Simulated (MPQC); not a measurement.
# UHF/STO-6G (hessian update BFGS, optimised first yes) run of C3H5NO (methoxyacetonitrile)

We compute an optimisation with harmonic vibrations of C3H5NO (methoxyacetonitrile). 

Program for the calculation: MPQC 2.3.1.

4 further runs of the same task are left out: 1 that didn't finish, 3 set aside as unsound or not needed.

### 1 The molecule

C3H5NO: 10 atoms, total charge 0, spin state singlet. SMILES: `COCC#N`. Geometry: relaxed at PBE0-D4/def2-TZVP. This is one conformer, not always the lowest. The run starts from this shape.

Bond lengths: C1–O2 1.406 Å, O2–C3 1.395 Å, C3–C4 1.459 Å, C4–N5 1.148 Å, C1–H6 1.098 Å, C1–H7 1.089 Å, C1–H8 1.098 Å, C3–H9 1.101 Å, C3–H10 1.101 Å. Some angles: C1–O2–C3 111.6°, O2–C3–C4 109.6°, C3–C4–N5 178.2°, O2–C1–H6 111.4°, O2–C1–H7 107.0°, O2–C1–H8 111.4°, O2–C3–H9 111.7°, O2–C3–H10 111.7°, C4–C3–H9 108.2°, C4–C3–H10 108.2°.

### 2 An optimisation with harmonic vibrations at UHF/STO-6G (hessian update BFGS, optimised first yes)

Contents of run.in:

```
% C3H5NO
molecule<Molecule>: (
    symmetry = auto
    unit = angstrom
    { atoms geometry } = {
        C  [ 0.002500    -0.162100    -1.509400 ]
        O  [ 0.669600    -0.111300    -0.272700 ]
        C  [ -0.217300     0.116000     0.780100 ]
        C  [ 0.518300     0.160200     2.039200 ]
        N  [ 1.066300     0.200800     3.047400 ]
        H  [ -0.510800     0.783800    -1.727000 ]
        H  [ 0.758500    -0.341100    -2.272200 ]
        H  [ -0.733400    -0.976600    -1.534700 ]
        H  [ -0.975100    -0.679200     0.851800 ]
        H  [ -0.753400     1.070000     0.660800 ]
    }
)
basis<GaussianBasisSet>: (
    name = "STO-6G"
    molecule = $:molecule
    puream = yes
)
mpqc: (
    checkpoint = no
    savestate = no
    restart = no
    do_energy = yes
    do_gradient = no
    optimize = yes
    coor<SymmMolecularCoor>: (
        molecule = $:molecule
        generator<IntCoorGen>: ( molecule = $:molecule )
    )
    mole<UHF>: (
        molecule = $:molecule
        basis = $:basis
        total_charge = 0
        multiplicity = 1
        memory = 1000000000
        print_evals = yes
        print_npa = yes
        maxiter = 80
        guess_wavefunction<UHF>: (
            molecule = $:molecule
            total_charge = 0
            multiplicity = 1
            memory = 1000000000
            value_accuracy = 1e-3
            basis<GaussianBasisSet>: (
                name = "STO-3G"
                molecule = $:molecule
            )
        )
        coor = $..:coor
        hessian<FinDispMolecularHessian>: (
            checkpoint = no
            restart = no
        )
    )
    opt<QNewtonOpt>: (
        function = $..:mole
        max_iterations = 40
        update<BFGSUpdate>: ()
        convergence<MolEnergyConvergence>: (
            cartesian = yes
            energy = $..:..:mole
        )
    )
    freq<MolecularFrequencies>: (
        molecule = $:molecule
    )
)
```

Started as:

```console
$ mpqc run.in > run.out
```

The program printed:

```text
MPQC: Massively Parallel Quantum Chemistry
[...]
    symmetry = c1
[...]
  Value of the MolecularEnergy: -245.0353111954
[...]
  Total Gradient:
       1   C  -0.0003906560   0.0034011431  -0.0034935027
       2   O   0.0010820119   0.0004247136   0.0014890558
       3   C  -0.0005593094  -0.0014423869  -0.0005573614
       4   C   0.0016270773   0.0005831728   0.0019467905
       5   N  -0.0011947047  -0.0002179992  -0.0017853821
       6   H   0.0013504117  -0.0019117992   0.0009428965
       7   H  -0.0007419780  -0.0000340333   0.0010967788
       8   H  -0.0009832775  -0.0015895908   0.0001526471
       9   H  -0.0001255126   0.0001920951   0.0001249647
      10   H  -0.0000640628   0.0005946849   0.0000831127
  The external rank is 6
  Frequencies (cm-1; negative is imaginary):
  A
     1  3725.80
     2  3688.50
     3  3640.82
     4  3536.37
     5  3523.33
     6  2733.37
     7  1812.73
     8  1795.14
     9  1788.28
    10  1750.66
    11  1636.68
    12  1428.81
    13  1426.54
    14  1376.77
    15  1315.12
[...]
  THERMODYNAMIC ANALYSIS:
  Contributions to the nonelectronic enthalpy at 298.15 K:
                     kJ/mol       kcal/mol
    E0vib        =  242.9732      58.0720
    Evib(T)      =    6.8062       1.6267
    Erot(T)      =    3.7185       0.8887
    Etrans(T)    =    3.7185       0.8887
    PV(T)        =    2.4790       0.5925
    Total nonelectronic enthalpy:
    H_nonel(T)   =  259.6953      62.0687
  Contributions to the entropy at 298.15 K and 1.0 atm:
                     J/(mol*K)    cal/(mol*K)
    S_trans(T,P) =  161.9163      38.6989
[...]
      nbasis = 30
[...]
  <S^2>      = -0.000000
  total scf energy = -245.0353111955
[...]
    nalpha = 19
    nbeta = 19
[...]
```

Wall time 5.4 min (1 thread of Arm Neoverse V1, shared host); peak memory 0.074 GiB.

### 3 What came out

Level: UHF/STO-6G (hessian update BFGS, optimised first yes).

| quantity | value |
| --- | --- |
| total energy | -245.03531 Eh |
| lowest harmonic wavenumber | 98 cm⁻¹ |
| highest harmonic wavenumber | 3726 cm⁻¹ |
| zero-point energy | 243.0 kJ/mol |
| ideal-gas entropy at 298.15 K (symmetry number 1 as used) | 73.5 cal/(mol K) |

In words: At the final geometry: Bond lengths: C1–O2 1.433 Å, O2–C3 1.435 Å, C3–C4 1.497 Å, C4–N5 1.155 Å, C1–H6 1.091 Å, C1–H7 1.087 Å, C1–H8 1.091 Å, C3–H9 1.096 Å, C3–H10 1.096 Å. Some angles: C1–O2–C3 109.0°, O2–C3–C4 108.5°, C3–C4–N5 179.6°, O2–C1–H6 111.8°, O2–C1–H7 106.9°, O2–C1–H8 111.8°, O2–C3–H9 111.8°, O2–C3–H10 111.8°, C4–C3–H9 108.5°, C4–C3–H10 108.5°. All 24 modes are real, so the shape is a minimum at this level.
